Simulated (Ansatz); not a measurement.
# What a trial cell of Be3Bi relaxes into

Level of theory: DFT PBE, scalar-relativistic, plane waves, PAW in Ansatz. Cutoff 420 eV, Γ-centred k mesh, Gaussian smearing, no spin polarisation in the final step.

The start is a random cell of Be3Bi with space group P6/mmm (No. 191), drawn with lower limits on the distances.

```yaml
crystal:
  lattice:
    - [5.44983, 0.00000, 0.00000]
    - [-2.72491, 4.71969, 0.00000]
    - [0.00000, 0.00000, 5.05071]
  atoms:
    - { symbol: Be, position: [0.50000, 0.00000, 0.29847] }
    - { symbol: Be, position: [0.00000, 0.50000, 0.29847] }
    - { symbol: Be, position: [0.50000, 0.50000, 0.29847] }
    - { symbol: Be, position: [0.50000, 0.00000, 0.70153] }
    - { symbol: Be, position: [0.00000, 0.50000, 0.70153] }
    - { symbol: Be, position: [0.50000, 0.50000, 0.70153] }
    - { symbol: Bi, position: [0.66667, 0.33333, 0.50000] }
    - { symbol: Bi, position: [0.33333, 0.66667, 0.50000] }
```

Cell and atoms relax at zero pressure; the relaxation can't lower the symmetry of the start. After a coarse first stage the cell is made exact in the group found at 0.06 Å.

Energies over the elements count from the elements' standard structures at the same level, with no empirical corrections.

Q: What does it relax into?

A: It keeps P6/mmm (No. 191). Conventional cell: a = 7.376 Å, c = 4.870 Å. Be is coordinated by 1 Be at 2.07 Å; Bi is coordinated by 6 Be at 2.55 Å.

```
Be Bi
1.0
     7.37636    0.00000    0.00000
    -3.68818    6.38812    0.00000
     0.00000    0.00000    4.86951
Be Bi
6 2
Cartesian
  3.6882 0.0000 1.0360
  -1.8441 3.1941 1.0360
  1.8441 3.1941 1.0360
  3.6882 0.0000 3.8336
  -1.8441 3.1941 3.8336
  1.8441 3.1941 3.8336
  3.6882 2.1294 2.4348
  0.0000 4.2587 2.4348
```

Q: What are its volume, energy, density and gap?

A: The volume per atom is 28.68 Å³ and the density is 3.42 g/cm³. The energy over the elements is 1.15 eV/atom and the gap on the 6×6×8 mesh is 0 eV (a metal).

The final run used a 6×6×8 mesh on its 8-atom cell and 0.10 eV smearing. For metals, differences of a few meV/atom aren't resolved. Spin–orbit coupling is left out. A structure relaxed within its symmetry needn't be a true minimum.

Cost: 2 runs of about 4.7 core-minutes in all, on Intel Xeon Platinum 8259CL (Skylake/Cascade Lake) (shared hosts).